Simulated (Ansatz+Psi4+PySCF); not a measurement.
# singlet Cl₂: levels of theory in one basis

```
atom   x (Å)   y (Å)    z (Å)
  Cl  0.0000  0.0000   1.0075
  Cl  0.0000  0.0000  -1.0075
```

Basis set: cc-pV(T+d)Z (spherical functions). Correlated methods keep 10 orbitals frozen. Charge 0, multiplicity 1.

Computed with Ansatz (development build ahead of 0.2.0) and Psi4 1.11; each method stands on the lowest determinant of its kind that the runs found.

```csv
method,E − E(RHF) (eV),<S²> of the determinant
RHF,0.00,0.00
RHF-MP2,-10.33,–
RHF-CCSD,-11.25,–
```

(1) What does RHF-CCSD(T) give on the same scale?

## Answers

(1) -11.74 eV.
